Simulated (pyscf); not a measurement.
A first-order saddle from PySCF, ωB97X-D3(BJ)/def2-SVP:

```
Si
H 1 1.4913
H 1 1.5249 2 102.23
C 1 1.8788 2 122.22 3 -111.77
H 4 1.0997 1 112.51 2 -45.06
H 4 1.1025 5 110.14 1 -122.62
H 4 1.1031 5 108.00 6 -116.97
H 1 1.6602 2 102.71 3 126.16
C 8 1.3547 1 92.82 2 -111.59
H 9 1.0992 8 121.05 1 70.79
H 9 1.0997 10 110.67 8 146.97
H 9 1.1058 10 108.58 11 118.97
H 8 1.1406 9 167.95 10 71.02
```
Charge 0, spin multiplicity 1.

Surface: singlet, charge 0. Lowest wavenumbers (cm⁻¹): 1648i, 100, 139, 243, 416.

**Question.** Which two sides does it connect, and which bonds change?

**Answer.** `[CH3][SiH2][CH3]` + `[H][H]` <-> `[CH4]` + `[CH3][SiH3]`, a four-centre exchange read from left to right: C–Si, H–H broken and C–H, H–Si formed. At ωB97M-D3(BJ)/def2-TZVP it lies +295.4 kJ/mol from the left side and +322.8 kJ/mol from the right (each side as separated species at their lowest minima found). At the saddle there is also a short H–Si contact that neither side keeps. One saddle was located; it need not be the lowest between these sides.
